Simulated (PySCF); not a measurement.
# BHClO (SMILES O[B]Cl) at UMP2/6-31+G(d) (spherical functions)

Aim: the vertical ionisation energy of BHClO at UMP2/6-31+G* (spherical functions), from 2 runs. Input form: a Python script.

Program for the calculation: PySCF 2.14.0.

### 1 The system as given

The species is BHClO (4 atoms), meant as a doublet with charge 0. As SMILES, `O[B]Cl`. Geometry: relaxed at PBE0-D4/def2-TZVP.

Bond lengths: O1–B2 1.334 Å, B2–Cl3 1.740 Å, O1–H4 0.961 Å. Angles: O1–B2–Cl3 122.2°, B2–O1–H4 113.5°.

### 2 The energy at UMP2/6-31+G(d) (spherical functions)

job.py

```python
# O[B]Cl
from pyscf import gto, mp

molecule = gto.M(
    atom='''
O      1.031035     0.361127    -1.113616
B     -0.812393     0.123966     0.590728
Cl    -1.052955    -2.500486     2.556610
H      0.939194     1.901442    -2.072085
''',
    basis='6-31+g*',
    verbose=3,
    max_memory=1860,
    unit='bohr',
    spin=1,
)

hf = molecule.UHF()
hf.conv_tol = 1e-10
hf.kernel()
if not hf.converged:
    hf = hf.newton().run(hf.mo_coeff, hf.mo_occ)

pt = mp.MP2(hf, frozen=7).run()
e_tot = pt.e_tot
print(f'total energy: {e_tot:.8f} hartree')
```

On the command line:

```bash
$ OMP_NUM_THREADS=1 python job.py
```

Standard output:

```text
converged SCF energy = -559.643221676578  <S^2> = 0.75398984  2S+1 = 2.0039859
E(UMP2) = -560.010555972591  E_corr = -0.367334296012878
E(SCS-UMP2) = -559.997093317773  E_corr = -0.353871641195092
total energy: -560.01055597 hartree
```

Run time: 1.4 s. Hardware: 1 thread of Arm Neoverse V1, shared host; peak memory 0.14 GiB.

### 3 The singlet cation

input.py

```python
from pyscf import gto, mp

system = gto.Mole()
system.atom = [
    ('O', (0.545600, 0.191100, -0.589300)),
    ('B', (-0.429900, 0.065600, 0.312600)),
    ('Cl', (-0.557200, -1.323200, 1.352900)),
    ('H', (0.497000, 1.006200, -1.096500)),
]
system.max_memory = 1860
system.basis = '6-31+g*'
system.charge = 1
system.verbose = 4
system.build()

mf = system.RHF()
mf.conv_tol = 1e-10
mf.kernel()
if not mf.converged:
    mf = mf.newton().run(mf.mo_coeff, mf.mo_occ)

pt = mp.MP2(mf, frozen=7).run()
e_tot = pt.e_tot
print('Final energy', e_tot)
```

On the command line:

```bash
$ OMP_NUM_THREADS=1 python input.py
```

Standard output:

```text
PySCF version 2.14.0

[INPUT] num. atoms = 4
[INPUT] num. electrons = 30
[INPUT] charge = 1
[INPUT] spin (= nelec alpha-beta = 2S) = 0
[INPUT] symmetry False subgroup None
[INPUT] Mole.unit = angstrom
[INPUT] Symbol           X                Y                Z      unit          X                Y                Z       unit  Magmom
[INPUT]  1 O      0.545600000000   0.191100000000  -0.589300000000 AA    1.031034573563   0.361126662404  -1.113615605206 Bohr   0.0
[INPUT]  2 B     -0.429900000000   0.065600000000   0.312600000000 AA   -0.812393260951   0.123966033771   0.590728386539 Bohr   0.0
[INPUT]  3 Cl    -0.557200000000  -1.323200000000   1.352900000000 AA   -1.052955396608  -2.500485608024   2.556610473924 Bohr   0.0
[INPUT]  4 H      0.497000000000   1.006200000000  -1.096500000000 AA    0.939193883909   1.901442426537  -2.072084695586 Bohr   0.0

nuclear repulsion = 76.699725487475
number of shells = 28
number of NR pGTOs = 121
number of NR cGTOs = 60
basis = 6-31+g*
ecp = {}

******** <class 'pyscf.scf.hf.RHF'> ********
method = RHF
initial guess = minao
damping factor = 0
level_shift factor = 0
DIIS = <class 'pyscf.scf.diis.CDIIS'>
diis_start_cycle = 1
diis_space = 8
diis_damp = 0
SCF conv_tol = 1e-10
SCF conv_tol_grad = None
SCF max_cycles = 50
direct_scf = True
direct_scf_tol = 1e-13
Set gradient conv threshold to 1e-05
Initial guess from minao.
init E= -559.994177140894
  HOMO = -0.461162548428109  LUMO = -0.104618482631226  gap/eV = 9.70206
cycle= 1 E= -559.206660989522  delta_E= 0.788  |g|= 0.586  |ddm|= 1.83
  HOMO = -0.740321622419968  LUMO = -0.377103660733808  gap/eV = 9.88366
cycle= 2 E= -559.294615720186  delta_E= -0.088  |g|= 0.326  |ddm|= 0.949
  HOMO = -0.743836592310247  LUMO = -0.294370964860941  gap/eV = 12.23058
cycle= 3 E= -559.3194702447  delta_E= -0.0249  |g|= 0.0655  |ddm|= 0.311
  HOMO = -0.732825780295214  LUMO = -0.278998811842133  gap/eV = 12.34926
cycle= 4 E= -559.320557269331  delta_E= -0.00109  |g|= 0.0177  |ddm|= 0.0696
  HOMO = -0.731962845478992  LUMO = -0.280235024018863  gap/eV = 12.29214
cycle= 5 E= -559.320696225334  delta_E= -0.000139  |g|= 0.00552  |ddm|= 0.0287
  HOMO = -0.733308081940594  LUMO = -0.280136353066031  gap/eV = 12.33143
cycle= 6 E= -559.320716006092  delta_E= -1.98e-05  |g|= 0.002  |ddm|= 0.0114
  HOMO = -0.73305101237382  LUMO = -0.28029060762396  gap/eV = 12.32024
cycle= 7 E= -559.320721090148  delta_E= -5.08e-06  |g|= 0.000843  |ddm|= 0.00608
  HOMO = -0.733252053994073  LUMO = -0.280310555717497  gap/eV = 12.32517
cycle= 8 E= -559.320722150906  delta_E= -1.06e-06  |g|= 0.000245  |ddm|= 0.00322
  HOMO = -0.733247027539604  LUMO = -0.280290535530147  gap/eV = 12.32557
cycle= 9 E= -559.320722239054  delta_E= -8.81e-08  |g|= 5.01e-05  |ddm|= 0.00101
  HOMO = -0.733256278485679  LUMO = -0.280291743024586  gap/eV = 12.32579
cycle= 10 E= -559.320722241431  delta_E= -2.38e-09  |g|= 1.13e-05  |ddm|= 0.000158
  HOMO = -0.733258058546903  LUMO = -0.280293225228384  gap/eV = 12.32580
cycle= 11 E= -559.32072224157  delta_E= -1.39e-10  |g|= 3.78e-06  |ddm|= 4.17e-05
  HOMO = -0.733258271381044  LUMO = -0.280292672263777  gap/eV = 12.32582
cycle= 12 E= -559.320722241587  delta_E= -1.68e-11  |g|= 1.52e-06  |ddm|= 1.41e-05
  HOMO = -0.733258314923054  LUMO = -0.280292853062769  gap/eV = 12.32582
Extra cycle  E= -559.320722241591  delta_E= -4.32e-12  |g|= 8.85e-07  |ddm|= 3.16e-06
converged SCF energy = -559.320722241591

******** <class 'pyscf.mp.mp2.RMP2'> ********
nocc = 8, nmo = 53
frozen orbitals 7
E(RMP2) = -559.699831881201  E_corr = -0.379109639610062
E(SCS-RMP2) = -559.687747223395  E_corr = -0.367024981803526
E_corr(same-spin) = -0.101430675840632
E_corr(oppo-spin) = -0.27767896376943
Final energy -559.6998318812011
```

Wall time 1.1 s (1 thread of Arm Neoverse V1, shared host); peak memory 0.13 GiB.

### 4 Summary of results

Level: UMP2/6-31+G* (spherical functions), 7 core orbitals frozen.

| quantity | value |
| --- | --- |
| doublet BHClO: total energy | -560.01056 Eh |
| doublet BHClO: dipole moment (Hartree–Fock density) | 2.63 D |
| doublet BHClO: HOMO energy (Hartree–Fock orbitals) (highest over α and β) | -9.80 eV |
| doublet BHClO: LUMO energy (Hartree–Fock orbitals) (lowest over α and β) | 0.85 eV |
| doublet BHClO: correlation energy (7 core orbitals frozen) | -367.3 mEh |
| doublet BHClO: ⟨S²⟩ of the reference determinant | 0.754 |
| singlet cation: total energy | -559.69983 Eh |
| singlet cation: HOMO energy (Hartree–Fock orbitals) | -19.95 eV |
| singlet cation: LUMO energy (Hartree–Fock orbitals) | -7.63 eV |
| singlet cation: HOMO–LUMO gap (Hartree–Fock orbitals) | 12.33 eV |
| singlet cation: correlation energy (7 core orbitals frozen) | -379.1 mEh |
| vertical ionisation energy (to the singlet cation) | 8.455 eV |

What this shows: The vertical ionisation energy comes to 8.46 eV (816 kJ/mol). Only the singlet of the ionised species was computed; a triplet could lie lower.
